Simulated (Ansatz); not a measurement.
# Voigt–Reuss–Hill shear modulus of grey tin (α-Sn) at several levels of theory

No measured value is used here.

```tsv
level (code)	value (GPa)	cell (Å³/atom)
LDA (Ansatz)	23.4	33.89
PBE (Ansatz)	20.5	36.84
PBEsol (Ansatz)	22.0	34.94
r²SCAN (Ansatz)	25.3	35.38
```

LDA, PBE, PBEsol, r²SCAN: the solid has no gap at this level, which affects its response. Each level is taken at its own relaxed cell. Cutoffs differ between the levels. Ansatz's density-functional and Hartree–Fock values are scalar-relativistic unless marked +SOC, with PAW data made under PBE.

Ansatz is an electronic-structure program.
